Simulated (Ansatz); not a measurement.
H3Ge–CH3, singlet: the ladder up to RCCSDT(Q)

Geometry: a PBE0/def2-TZVP stationary point for this spin, not checked as a minimum.

```yaml
atoms:
  - { symbol: Ge, position_ang: [-0.3185, -0.0014, 0.0001] }
  - { symbol: C, position_ang: [1.6348, 0.0072, -0.0007] }
  - { symbol: H, position_ang: [-0.8625, 1.4387, 0.0064] }
  - { symbol: H, position_ang: [-0.8524, -0.7303, 1.2465] }
  - { symbol: H, position_ang: [-0.8535, -0.7198, -1.2519] }
  - { symbol: H, position_ang: [2.0175, -1.0140, -0.0051] }
  - { symbol: H, position_ang: [2.0111, 0.5166, 0.8872] }
  - { symbol: H, position_ang: [2.0103, 0.5241, -0.8845] }
```

Basis cc-pVDZ; Ansatz 0.2.0. Only valence electrons are correlated (noble-gas cores and the filled d shells of p-block atoms frozen), which leaves 14 electrons in 56 orbitals. Prefix R: restricted or restricted open-shell reference. Active spaces: frontier = (8e, 8o) about the gap. No spin–orbit coupling is included, and no scalar relativity.

Full CI isn't at hand for all of this; RCCSDT(Q) serves as the reference, and is uncertain by about the last step of the cluster series.

- UHF ⟨S²⟩: 0.000
- T1 diagnostic (RCCSD): 0.0082
- largest doubles amplitude (RCCSD): 0.031

**Question.** From what is known of these methods and the diagnostics, rank them by the size of their error in total energy against RCCSDT(Q) in cc-pVDZ, smallest first (an estimate: the text doesn't fix the numbers).
A. CASSCF (frontier space)
B. NEVPT2 (frontier space)
C. RHF
D. RCCSDT
E. RCCSD(T)

**Answer.** D (0.33 mEh), E (1.16 mEh), B (53.27 mEh), A (222.44 mEh), C (305.44 mEh).

All errors are against RCCSDT(Q) in cc-pVDZ. Within each family the higher level lies nearer, as is usual though not guaranteed.

Atomization energy (electronic, same basis, no zero-point term; atoms at the same level, unrestricted beside the R rows where the molecule is a closed shell, but restricted open-shell past Ca, as are all atoms' steps beyond CCSDT(Q)) at RCCSDT(Q): 2332.2 kJ/mol. Errors of other levels:

| level | error (kJ/mol) |
| --- | --- |
| RHF | -448.7 |
| RMP2 | -27.3 |
| CISD | -83.6 |
| RCCSD | -15.2 |
| RCCSD(T) | -1.4 |
| BCCD(T) | -1.2 |
| RCCSDT | -0.7 |

This basis is far from its limit, so the value isn't to be set against a measured one. Truncated CI isn't size-consistent, which counts against it in atomization.
